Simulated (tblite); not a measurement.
A geometry optimisation, step by step.

C₂H₃F₂S (doublet state).
Numbering: `[CH3:1][S:2][C:3]([F:4])[F:5]` (hydrogens: H6, H7, H8 on C1)

Computed with GFN2-xTB (tblite), gas phase: L-BFGS steps from a force-field or distance-geometry start until the largest atomic force falls under 0.01 eV/Å. 14 of its 70 geometries are shown.

Step 0: E = -501.4126 eV, largest atomic force 2.455 eV/Å
```
atom  x, y, z in Å  |  force x, y, z in eV/Å
C1     -1.184    0.128   -0.035   -0.983   0.358  -1.018
S2      0.042   -0.812    0.872    0.883  -0.262   0.512
C3      1.664   -0.110    0.469   -1.255   0.082  -2.108
F4      1.413    0.939   -0.428    0.963  -0.859   0.967
F5      2.472   -0.999   -0.184   -0.430   0.853   0.770
H6     -1.931    0.569    0.651    0.613  -0.142  -0.251
H7     -1.737   -0.611   -0.676    0.573   0.591   0.499
H8     -0.730    0.905   -0.692   -0.365  -0.622   0.629
```

Step 5: E = -501.6987 eV, largest atomic force 0.219 eV/Å
```
atom  x, y, z in Å  |  force x, y, z in eV/Å
C1     -1.204    0.120   -0.048   -0.057  -0.034  -0.005
S2      0.052   -0.819    0.898   -0.149  -0.014  -0.043
C3      1.555   -0.135    0.368    0.134   0.132  -0.112
F4      1.488    0.954   -0.415    0.043   0.036  -0.017
F5      2.476   -0.966   -0.141    0.013  -0.062   0.078
H6     -1.897    0.572    0.651   -0.009   0.003   0.070
H7     -1.720   -0.601   -0.673   -0.044  -0.023  -0.034
H8     -0.741    0.883   -0.663    0.069  -0.038   0.063
```

Step 11: E = -501.7050 eV, largest atomic force 0.072 eV/Å
```
atom  x, y, z in Å  |  force x, y, z in eV/Å
C1     -1.218    0.116   -0.048    0.046  -0.011   0.021
S2      0.050   -0.819    0.879   -0.044  -0.056   0.009
C3      1.558   -0.122    0.359    0.017   0.017  -0.005
F4      1.507    0.963   -0.431    0.021  -0.032  -0.034
F5      2.478   -0.972   -0.120    0.035   0.027   0.028
H6     -1.900    0.569    0.663   -0.004  -0.023  -0.010
H7     -1.736   -0.599   -0.680   -0.026   0.043   0.014
H8     -0.730    0.874   -0.647   -0.045   0.036  -0.024
```

Step 16: E = -501.7091 eV, largest atomic force 0.139 eV/Å
```
atom  x, y, z in Å  |  force x, y, z in eV/Å
C1     -1.220    0.115   -0.043   -0.048   0.038  -0.021
S2      0.049   -0.843    0.851    0.084   0.061  -0.093
C3      1.563   -0.109    0.360   -0.052  -0.083  -0.003
F4      1.528    0.948   -0.469   -0.100  -0.046   0.007
F5      2.501   -0.962   -0.077    0.043   0.014   0.063
H6     -1.903    0.554    0.674    0.035   0.044   0.080
H7     -1.764   -0.575   -0.680    0.039  -0.058  -0.038
H8     -0.744    0.882   -0.641   -0.002   0.030   0.004
```

Step 21: E = -501.7357 eV, largest atomic force 0.279 eV/Å
```
atom  x, y, z in Å  |  force x, y, z in eV/Å
C1     -1.252    0.136   -0.040    0.125  -0.060   0.035
S2      0.055   -0.925    0.685   -0.060  -0.090  -0.090
C3      1.566   -0.103    0.335   -0.065   0.090   0.014
F4      1.542    0.841   -0.623    0.029  -0.075  -0.056
F5      2.634   -0.900    0.153   -0.246   0.130   0.017
H6     -1.871    0.515    0.770    0.082  -0.006  -0.047
H7     -1.844   -0.502   -0.693    0.052   0.018   0.065
H8     -0.820    0.948   -0.613    0.084  -0.007   0.061
```

Step 27: E = -501.8050 eV, largest atomic force 0.307 eV/Å
```
atom  x, y, z in Å  |  force x, y, z in eV/Å
C1     -1.252    0.129   -0.015   -0.007   0.011  -0.027
S2      0.058   -1.080    0.368    0.186   0.239   0.048
C3      1.481   -0.055    0.259   -0.035  -0.273  -0.116
F4      1.648    0.657   -0.875   -0.083  -0.057   0.164
F5      2.628   -0.699    0.532   -0.213   0.177  -0.024
H6     -1.769    0.439    0.887    0.059  -0.134   0.130
H7     -1.939   -0.384   -0.676   -0.108   0.007  -0.046
H8     -0.846    1.002   -0.505    0.202   0.031  -0.130
```

Step 32: E = -501.8204 eV, largest atomic force 0.122 eV/Å
```
atom  x, y, z in Å  |  force x, y, z in eV/Å
C1     -1.242    0.136   -0.018   -0.003  -0.077  -0.031
S2      0.055   -1.100    0.328   -0.005   0.017   0.019
C3      1.447   -0.068    0.233   -0.066   0.027  -0.007
F4      1.640    0.629   -0.904   -0.028   0.001   0.031
F5      2.596   -0.639    0.594    0.117  -0.006   0.008
H6     -1.723    0.408    0.918    0.042   0.020  -0.031
H7     -1.953   -0.362   -0.670   -0.051   0.110  -0.009
H8     -0.811    1.006   -0.504   -0.006  -0.091   0.019
```

Step 37: E = -501.8241 eV, largest atomic force 0.080 eV/Å
```
atom  x, y, z in Å  |  force x, y, z in eV/Å
C1     -1.241    0.126   -0.021    0.004   0.022  -0.001
S2      0.054   -1.107    0.329    0.000  -0.080  -0.002
C3      1.444   -0.070    0.237   -0.019   0.021   0.006
F4      1.629    0.627   -0.900   -0.018   0.034  -0.005
F5      2.604   -0.625    0.596    0.004  -0.012   0.004
H6     -1.708    0.408    0.917   -0.011   0.022   0.011
H7     -1.971   -0.339   -0.676    0.000  -0.027   0.015
H8     -0.801    0.989   -0.506    0.040   0.021  -0.027
```

Step 42: E = -501.8261 eV, largest atomic force 0.085 eV/Å
```
atom  x, y, z in Å  |  force x, y, z in eV/Å
C1     -1.233    0.125   -0.025    0.027  -0.015   0.014
S2      0.050   -1.121    0.346   -0.008   0.073  -0.042
C3      1.435   -0.075    0.249   -0.006  -0.001   0.013
F4      1.592    0.652   -0.874   -0.022   0.005  -0.001
F5      2.606   -0.630    0.568    0.007  -0.025   0.018
H6     -1.699    0.433    0.907    0.015  -0.010  -0.028
H7     -1.964   -0.348   -0.673    0.005   0.015   0.030
H8     -0.777    0.974   -0.523   -0.017  -0.042  -0.004
```

Step 48: E = -501.8269 eV, largest atomic force 0.038 eV/Å
```
atom  x, y, z in Å  |  force x, y, z in eV/Å
C1     -1.229    0.123   -0.025   -0.013   0.011  -0.023
S2      0.049   -1.123    0.336   -0.001  -0.031   0.016
C3      1.431   -0.073    0.256   -0.005  -0.003  -0.009
F4      1.582    0.660   -0.865    0.027   0.022   0.009
F5      2.602   -0.634    0.568    0.031  -0.005   0.006
H6     -1.686    0.440    0.906    0.003   0.001   0.010
H7     -1.967   -0.349   -0.664   -0.036  -0.008   0.010
H8     -0.774    0.964   -0.536   -0.006   0.013  -0.018
```

Step 53: E = -501.8320 eV, largest atomic force 0.129 eV/Å
```
atom  x, y, z in Å  |  force x, y, z in eV/Å
C1     -1.228    0.117   -0.046   -0.016  -0.018  -0.013
S2      0.051   -1.140    0.274   -0.004   0.070  -0.094
C3      1.427   -0.074    0.287    0.064  -0.093  -0.011
F4      1.594    0.745   -0.771    0.000  -0.066   0.080
F5      2.592   -0.671    0.568   -0.038   0.099  -0.030
H6     -1.575    0.493    0.913   -0.036   0.038  -0.118
H7     -2.033   -0.371   -0.588   -0.020  -0.040   0.113
H8     -0.819    0.911   -0.662    0.049   0.009   0.072
```

Step 58: E = -501.8428 eV, largest atomic force 0.102 eV/Å
```
atom  x, y, z in Å  |  force x, y, z in eV/Å
C1     -1.228    0.112   -0.074    0.002   0.021   0.027
S2      0.051   -1.159    0.172    0.055  -0.015   0.000
C3      1.419   -0.094    0.319    0.015  -0.028  -0.047
F4      1.601    0.811   -0.662   -0.023   0.034   0.009
F5      2.591   -0.684    0.575   -0.036  -0.015   0.029
H6     -1.460    0.564    0.886   -0.006   0.010  -0.020
H7     -2.101   -0.402   -0.468    0.059   0.069  -0.006
H8     -0.864    0.861   -0.773   -0.067  -0.077   0.007
```

Step 64: E = -501.8474 eV, largest atomic force 0.080 eV/Å
```
atom  x, y, z in Å  |  force x, y, z in eV/Å
C1     -1.220    0.107   -0.096   -0.013   0.034  -0.044
S2      0.057   -1.175    0.089    0.014  -0.005   0.008
C3      1.412   -0.117    0.345    0.004   0.061  -0.015
F4      1.587    0.892   -0.532   -0.002  -0.067   0.043
F5      2.587   -0.712    0.570   -0.028   0.013  -0.021
H6     -1.336    0.643    0.842    0.027  -0.020  -0.014
H7     -2.140   -0.413   -0.347    0.024   0.021  -0.002
H8     -0.936    0.786   -0.896   -0.026  -0.037   0.046
```

Step 69: E = -501.8479 eV, largest atomic force 0.006 eV/Å
```
atom  x, y, z in Å  |  force x, y, z in eV/Å
C1     -1.218    0.105   -0.101    0.001   0.000   0.001
S2      0.057   -1.179    0.083   -0.001   0.003  -0.001
C3      1.407   -0.118    0.354   -0.003  -0.002   0.003
F4      1.578    0.900   -0.511   -0.001   0.004  -0.005
F5      2.584   -0.713    0.564    0.002  -0.003   0.003
H6     -1.311    0.652    0.832    0.003  -0.002  -0.003
H7     -2.144   -0.410   -0.332    0.000  -0.001   0.001
H8     -0.944    0.772   -0.913   -0.001   0.002   0.002
```

Problem. Summarise the path.

Solution. The energy falls by 10.04 kcal/mol from step 0 to step 69; nine tenths of that is first reached at step 27. It never rises by more than 0.2 meV. The largest force goes from 2.455 to 0.006 eV/Å. Among the bonds S2–C3 changes most, from 1.813 to 1.738 Å; the atoms move by 0.546 Å rms after alignment.

Problem. Follow the three bonds and two angles with the largest change from start to end.

Solution. 
```csv
step,E above end (kcal/mol),largest force (eV/Å),S2–C3 (Å),C3–F4 (Å),C1–H7 (Å),S2–C3–F4 (°),C1–S2–C3 (°)
0,10.04,2.455,1.813,1.403,1.123,105.7,107.3
3,4.11,0.617,1.748,1.333,1.078,113.5,104.7
6,3.40,0.110,1.740,1.343,1.086,117.3,103.5
9,3.32,0.105,1.745,1.343,1.086,117.5,103.9
12,3.28,0.113,1.739,1.343,1.087,118.0,104.2
15,3.23,0.089,1.747,1.343,1.086,118.6,104.1
18,3.05,0.425,1.771,1.345,1.083,118.4,104.3
21,2.59,0.279,1.756,1.345,1.088,117.1,105.3
24,1.91,0.585,1.737,1.355,1.099,116.5,104.2
27,0.99,0.307,1.757,1.350,1.083,117.4,100.5
30,0.72,0.171,1.734,1.349,1.086,117.8,99.6
33,0.59,0.076,1.736,1.346,1.085,118.2,98.9
36,0.56,0.075,1.736,1.346,1.085,117.8,99.1
39,0.53,0.076,1.736,1.346,1.085,117.6,98.4
42,0.50,0.085,1.739,1.347,1.086,117.7,97.9
45,0.49,0.022,1.738,1.348,1.085,117.3,98.0
48,0.48,0.038,1.737,1.348,1.084,117.1,97.8
51,0.43,0.115,1.737,1.348,1.085,117.2,97.4
54,0.31,0.151,1.742,1.350,1.087,117.7,97.9
57,0.16,0.129,1.741,1.346,1.084,116.8,98.0
60,0.06,0.126,1.739,1.348,1.088,117.3,97.4
63,0.01,0.029,1.737,1.347,1.084,117.4,97.5
66,0.00,0.026,1.738,1.346,1.085,117.5,97.5
69,0.00,0.006,1.738,1.346,1.084,117.4,97.4
```

What follows is the cost of the whole relaxation. Time: 0.36 s wall. Hardware: one thread of an Arm Neoverse N1, on a shared host.
